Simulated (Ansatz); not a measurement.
`FCCCF` → `CC(C)(F)F`  (isomerisation)

Isolated molecules relaxed with PBE0-D4/def2-TZVP in Ansatz; ΔE leaves out vibrations. CBS: MP2 limit from def2 TZ/QZ plus the TZ coupled-cluster correction, frozen cores. DFT in def2-TZVPP. B3LYP here is the variant with VWN-RPA as its local correlation; programs differ in this. HSE06 is defined as in plane-wave codes. One conformer a species, not always the lowest.

| level | ΔE (kJ/mol) | difference from CCSD(T)/CBS |
| --- | --- | --- |
| LDA (SPW92) | -78.5 | -9.9 |
| PBE-D4 | -67.8 | 0.8 |
| revPBE-D4 | -66.0 | 2.6 |
| BLYP-D4 | -63.3 | 5.3 |
| r2SCAN-D4 | -76.2 | -7.6 |
| B97M-V | -75.7 | -7.1 |
| B3LYP-D4 | -65.1 | 3.5 |
| r2SCANh-D4 | -75.7 | -7.1 |
| r2SCAN0-D4 | -75.1 | -6.5 |
| HSE06-D4 | -68.9 | -0.3 |
| BHLYP-D4 | -66.7 | 1.9 |
| CAM-B3LYP-D4 | -68.7 | -0.1 |
| ωB97X-V | -69.3 | -0.7 |
| B2PLYP | -66.8 | 1.8 |
| PBE-QIDH | -70.8 | -2.2 |
| PBE | -67.2 | 1.4 |
| revPBE | -63.6 | 5.0 |
| r2SCAN | -76.1 | -7.5 |
| PBE0 | -68.5 | 0.1 |
| B3LYP | -64.2 | 4.4 |
| r2SCANh | -75.6 | -7.0 |
| r2SCAN0 | -75.0 | -6.4 |
| HSE06 | -68.5 | 0.1 |
| BHLYP | -66.1 | 2.5 |
| CAM-B3LYP | -68.3 | 0.3 |
| LC-ωPBE | -70.1 | -1.5 |
| HF/def2-SVP | -67.4 | 1.2 |
| MP2/def2-SVP | -77.7 | -9.1 |
| CCSD/def2-SVP | -72.9 | -4.3 |
| HF/def2-TZVPP | -64.8 | 3.8 |
| MP2/def2-TZVPP | -70.4 | -1.8 |
| SCS-MP2/def2-TZVPP | -66.0 | 2.6 |
| CCSD/def2-TZVPP | -67.2 | 1.4 |
| CCSD(T)/def2-TZVPP | -68.6 | 0.0 |
| HF/def2-QZVPP | -64.7 | 3.9 |
| MP2/def2-QZVPP | -70.4 | -1.8 |
| SCS-MP2/def2-QZVPP | -65.9 | 2.7 |
| HF/CBS(def2) | -64.6 | 4.0 |
| MP2/CBS(def2) | -70.4 | -1.8 |
| CCSD/CBS(def2) | -67.2 | 1.4 |
| CCSD(T)/CBS | -68.6 | 0 |

Largest T1 diagnostic among the species: 0.011.

At CCSD(T), def2-SVP lies −6.2 kJ/mol from the extrapolated value and def2-TZVPP +0.0 kJ/mol. In def2-TZVPP, CCSD(T) changes the Hartree–Fock value by −3.8 kJ/mol (the triples alone add −1.4 kJ/mol) and MP2 by −5.6 kJ/mol. From BLYP to BHLYP (50 % exact exchange), in def2-TZVPP and without D4, ΔE moves by −4.2 kJ/mol.
